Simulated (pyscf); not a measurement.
Structures and frequencies: ωB97X-D3(BJ)/def2-SVP in PySCF.

Problem. How much does it cost (ΔH, 298 K, ωB97M-D3(BJ)/def2-TZVP) to split `[F][Zr]([F])([F])[F]` at its F–Zr bond into F• + [F–Zr(F)–F]•?

Solution. F–Zr to F• + [F–Zr(F)–F]•: 153.6 kcal/mol. The 7 functionals that were run give +149.0 (M06-2X) to +158.7 kcal/mol (PBE). The radicals are drawn with the spin at the cut bond; how far it spreads was not checked. Left out: the spin-orbit lowering of F. Open-shell species with a d-block atom are single-reference here; other states, and whether the spin sits on metal or ligand, were not checked. Elements past Kr carry the def2 core potentials, without spin-orbit coupling.
